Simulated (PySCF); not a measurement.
Heteronuclear NMR

Bonds (- single, = double, # triple, : aromatic): C1=N2 1.263 Å, N2-O3 1.379 Å. C1 carries H4, H5; O3 carries H6. H5 is cis to O3; H4 is trans to O3.

Theoretical values (PySCF 2.14.0 with density-fitted response routines): B97-2/pcSseg-2 with gauge-including orbitals, geometry: PBE0-D3(BJ)/def2-TZVP, B3LYP/pcJ-2 coupling constants. No solvent, non-relativistic Hamiltonian, one computed conformer.

Question: Where does ¹⁵N resonate?

Answer: 
```csv
atoms,environment,σ (ppm),δ (ppm)
N2,oxime nitrogen,-164.2,1.4
```

Shieldings were converted by a linear fit to measured shifts: ¹⁵N (scatter 6.4 ppm rms vs CH3NO2, solution or neat liquid). A few per cent of atoms miss by over 2 rms, more outside the fitted compound classes. Couplings are scaled by factors fitted to measured values: ²J(H,H) × 0.91 (rms 0.8 Hz); all others are unscaled and can be 10–30 % off.

Couplings (the largest are listed; each averaged over equivalent pairs): ¹J(N2,O3) = -24.0 Hz, ¹J(C1,N2) = -3.3 Hz, ²J(N2,H4) = -17.4 Hz, ²J(N2,H5) = 1.8 Hz. Signs are for ¹⁵N, whose magnetogyric ratio is negative.

On a 400 MHz spectrometer ¹⁵N resonates near 40.5 MHz, so 1 ppm is 40.5 Hz.

Question: What are the ¹⁷O shifts?

Answer: 
```json
{"atoms": "O3", "environment": "N–OH oxygen", "σ (ppm)": "92.1", "δ (ppm)": "186.8"}
```

Shieldings were converted by a linear fit to measured shifts: ¹⁷O: δ = 274.03 − 0.947σ (rms 12.2 ppm, 99 shifts vs liquid water, solution or neat liquid). Occasional misses reach two or three times the rms, and more in compound classes unlike the fitted ones. Couplings are scaled by factors fitted to measured values: ²J(H,H) × 0.91 (rms 0.8 Hz); all others are unscaled and can be 10–30 % off.

Couplings (the largest are listed; each averaged over equivalent pairs; quadrupolar broadening usually hides them): ¹J(N2,O3) = -24.0 Hz, ²J(C1,O3) = -9.3 Hz, ³J(O3,H4) = -18.0 Hz, ³J(O3,H5) = -10.9 Hz.

On a 500 MHz spectrometer ¹⁷O resonates near 67.8 MHz, so 1 ppm is 67.8 Hz.
